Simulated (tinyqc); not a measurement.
Harmonic frequencies on the RHF/sto-6g surface (energies and gradients from PySCF), for H2O, spin multiplicity 1, step by step. One step of it, computed by the program tinyqc.

Problem. Normal modes. Diagonalise H_ij / sqrt(m_i m_j); the 6 smallest eigenvalues belong to translations and rotations; wavenumber = sqrt(eigenvalue / 1822.888) x 219474.63; each mode has its largest component positive (the first on a tie); zero-point energy = sum of wavenumbers / 2, with 349.755 1/cm per kcal/mol. A mass of 2.014 u marks deuterium.

Hessian (symmetrised) (hartree/bohr^2):
```
,1Ox,1Oy,1Oz,2Hx,2Hy,2Hz,3Hx,3Hy,3Hz
1Ox,0.00087142,0.00220416,0.02319665,-0.00049182,-0.00894262,-0.01258596,-0.00037952,0.00673847,-0.01061069
1Oy,0.00220416,0.78901997,0.00053244,-0.01338402,-0.39252941,-0.33104691,0.01117986,-0.39649060,0.33051446
1Oz,0.02319665,0.00053244,0.62442087,-0.01225496,-0.21148350,-0.31414330,-0.01094170,0.21095105,-0.31027774
2Hx,-0.00049182,-0.01338402,-0.01225496,0.00046912,0.01127162,0.01177370,0.00002266,0.00211240,0.00048125
2Hy,-0.00894262,-0.39252941,-0.21148350,0.01127162,0.42904901,0.27145890,-0.00232900,-0.03651958,-0.05997543
2Hz,-0.01258596,-0.33104691,-0.31414330,0.01177370,0.27145890,0.29671922,0.00081226,0.05958800,0.01742417
3Hx,-0.00037952,0.01117986,-0.01094170,0.00002266,-0.00232900,0.00081226,0.00035683,-0.00885087,0.01012944
3Hy,0.00673847,-0.39649060,0.21095105,0.00211240,-0.03651958,0.05958800,-0.00885087,0.43301020,-0.27053903
3Hz,-0.01061069,0.33051446,-0.31027774,0.00048125,-0.05997543,0.01742417,0.01012944,-0.27053903,0.29285365
```

masses (u): 1O 15.994915, 2H 2.014102, 3H 1.007825

Give: eigenvalues of the mass-weighted Hessian; harmonic wavenumbers of the vibrations; mass-weighted modes; zero-point energy.

Solution.

eigenvalues of the mass-weighted Hessian (hartree/(bohr^2 u)): 0.0000  0.0000  0.0000  0.0000  0.0000  0.0000  0.1357  0.3547  0.6792

harmonic wavenumbers of the vibrations (1/cm): 1893.4  3061.4  4236.6

mass-weighted modes:
```
,mode 1,mode 2,mode 3
1Ox,-0.0110,-0.0087,0.0041
1Oy,0.0033,-0.2348,-0.2094
1Oz,-0.2951,-0.2161,0.1253
2Hx,0.0143,0.0237,0.0027
2Hy,-0.3670,0.7373,0.0534
2Hz,0.4118,0.5842,0.0694
3Hx,0.0234,0.0010,-0.0201
3Hy,0.5057,-0.1070,0.7586
3Hz,0.5933,0.0349,-0.5974
```

zero-point energy = 13.1397 kcal/mol
